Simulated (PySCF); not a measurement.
**AlH2ClF− (SMILES [F][AlH2-][Cl]): levels of theory compared**

Aim: a comparison of 6 runs (B2PLYP/STO-3G, SVWN5/STO-3G, UPBE0/STO-3G, wB97X-V/STO-3G, UMP2/STO-3G, CCSDT(Q)/STO-3G) of AlH2ClF−. The job is set up through a Python script.

The results are computed with PySCF 2.14.0.

2 further runs of the same task are left out: 2 set aside as unsound or not needed.

### 1 The system as given

AlH2ClF−: 5 atoms, total charge -1, spin state singlet. As SMILES, `[F][AlH2-][Cl]`. The Al2–Cl3 distance was set to 3.168 Å, away from the relaxed value. At this shape a bond of the SMILES string is far longer than usual.

Bond lengths: F1–Al2 1.693 Å, Al2–H4 1.585 Å, Al2–H5 1.585 Å. Angles: F1–Al2–H4 109.3°, F1–Al2–H5 109.3°, H4–Al2–H5 113.5°.

### 2 The energy at B2PLYP/STO-3G (run 1)

mol.xyz

```xyz
5

F     -2.063649     0.641766     0.946865
Al    -0.957319     0.589916    -0.334225
Cl     1.653880    -0.992940     0.511330
H     -1.603029    -0.194214    -1.550865
H     -0.511399     2.065906    -0.700475
```

input.py

```python
from pyscf import gto, dft, mp

mol = gto.Mole()
mol.atom = 'mol.xyz'
mol.spin = 0
mol.max_memory = 1860
mol.basis = 'sto-3g'
mol.charge = -1
mol.verbose = 3
mol.build()

myscf = dft.RKS(mol, xc='0.53*HF + 0.47*B88, 0.73*LYP')
myscf.grids.level = 5
myscf.conv_tol = 1e-10
myscf.kernel()
if not myscf.converged:
    myscf = myscf.newton().run(myscf.mo_coeff, myscf.mo_occ)

pt = mp.MP2(myscf, frozen=11).run()
etot = myscf.e_tot + 0.27 * pt.e_corr
print('PT2 part  %.8f' % (0.27 * pt.e_corr))
print('E(%s) = %.9f' % ('B2PLYP', etot))
```

On the command line:

```console
$ OMP_NUM_THREADS=1 python input.py
```

Standard output:

```text
converged SCF energy = -793.81192898706
E(RMP2) = -793.883205185836  E_corr = -0.071276198776153
E(SCS-RMP2) = -793.889714111696  E_corr = -0.077785124635867
PT2 part  -0.01924457
E(B2PLYP) = -793.831173561
```

Wall time 3.3 s (1 thread of Arm Neoverse V2, shared host); peak memory 0.22 GiB.

### 3 A single-point energy at SVWN5/STO-3G (run 2)

job.py

```python
from pyscf import gto, dft

system = gto.M(
    atom='''
F     -3.899731     1.212762     1.789316
Al    -1.809071     1.114780    -0.631594
Cl     3.125380    -1.876385     0.966274
H     -3.029286    -0.367011    -2.930710
H     -0.966404     3.903997    -1.323706
''',
    unit='bohr',
    basis='sto-3g',
    verbose=4,
    charge=-1,
    spin=0,
    max_memory=1860,
)

mf = dft.RKS(system)
mf.xc = 'svwn'
mf.grids.level = 5
mf.conv_tol = 1e-10
mf.kernel()
if not mf.converged:
    mf = mf.newton().run(mf.mo_coeff, mf.mo_occ)

e_final = mf.e_tot
print('E(%s) = %.9f' % ('SVWN5', e_final))
```

On the command line:

```console
$ OMP_NUM_THREADS=1 python job.py
```

Standard output:

```text
PySCF version 2.14.0

[... 75 lines left out ...]
converged SCF energy = -790.951358045341
E(SVWN5) = -790.951358045
```

It took 2 s on 1 thread of Arm Neoverse V2, shared host; peak memory 0.15 GiB.

Runs 3 to 5 aren't shown in full; the table further down has their settings and results.

### 4 The energy at CCSDT(Q)/STO-3G (run 6)

calc.py

```python
from pyscf import gto, cc

molecule = gto.Mole()
molecule.atom = '''
F   -2.063649   0.641766   0.946865
Al  -0.957319   0.589916  -0.334225
Cl   1.653880  -0.992940   0.511330
H   -1.603029  -0.194214  -1.550865
H   -0.511399   2.065906  -0.700475
'''
molecule.verbose = 3
molecule.max_memory = 1860
molecule.charge = -1
molecule.basis = 'sto-3g'
molecule.build()

myscf = molecule.RHF()
myscf.conv_tol = 1e-10
myscf.kernel()
if not myscf.converged:
    myscf = myscf.newton().run(myscf.mo_coeff, myscf.mo_occ)

mycc = cc.CCSDT(myscf, frozen=11)
mycc.kernel()
e_bracket, e_q = mycc.ccsdt_q()
e_tot = mycc.e_tot + e_q
print('E(%s) = %.9f' % ('CCSDT(Q)', e_tot))
```

On the command line:

```console
$ OMP_NUM_THREADS=1 python calc.py
```

Standard output:

```text
converged SCF energy = -792.739054110122
_make_eris_incore_RCCSDT

WARN: A large `blksize` is being used, which may cause large memory consumption
      for storing contraction intermediates. If memory is sufficient, consider using
      `pyscf.cc.rccsdt_highm.RCCSDT` instead.

RCCSDT converged
E(RCCSDT) = -792.8053195400031   E_corr = -0.06626542988083294
E_corr(same-spin) = -0.00608389677774316
E_corr(oppo-spin) = -0.0601815331030898
_make_eris_incore_RCCSDT
E(CCSDT(Q)) = -792.805434836
```

Run time: 2.8 s. Hardware: 1 thread of Arm Neoverse V2, shared host; peak memory 0.12 GiB.

### 5 Overview of the runs

```
run            level  frozen core orbitals  follow instability  energy (Eh)  HOMO energy (eV)  LUMO energy (eV)  HOMO–LUMO gap (eV)  wall time
  1    B2PLYP/STO-3G                    11                   –  -793.831174              1.62              9.73                8.11      3.3 s
  2     SVWN5/STO-3G                     –                   –  -790.951358              4.38              7.80                3.43        2 s
  3     UPBE0/STO-3G                     –                 yes  -793.921566              2.86              8.52                5.66       11 s
  4   wB97X-V/STO-3G                     –                   –  -794.138707              0.54             10.75               10.21       18 s
  5      UMP2/STO-3G                    11                 yes  -792.786216             -0.56             12.08               12.64     0.66 s
  6  CCSDT(Q)/STO-3G                    11                   –  -792.805435             -0.56             12.08               12.64      2.8 s
```

### 6 Outcome

```
                                                    quantity          value
                                         run 6: total energy  -792.80543 Eh
                  run 6: HOMO energy (Hartree–Fock orbitals)       -0.56 eV
                  run 6: LUMO energy (Hartree–Fock orbitals)       12.08 eV
run 6: HOMO–LUMO gap (to an unbound level, set by the basis)       12.64 eV
         run 6: correlation energy (11 core orbitals frozen)      -66.4 mEh
                                        run 6: T1 diagnostic          0.013
```

What this shows: Over runs 1, 2, 3, 4 the HOMO–LUMO gap runs from 3.43 eV (SVWN5/STO-3G) to 10.21 eV (wB97X-V/STO-3G). The empty levels of an anion lie above zero and hang on the basis. Totals of different functionals can't be ranked against each other. In runs 1, 2, 3, 4 the HOMO lies above zero, so the outermost electron may be held by the basis alone. In runs 1, 2, 3, 4, 5, 6 the basis is minimal, so the values are rough. All runs together took 38 s, the longest 18 s.
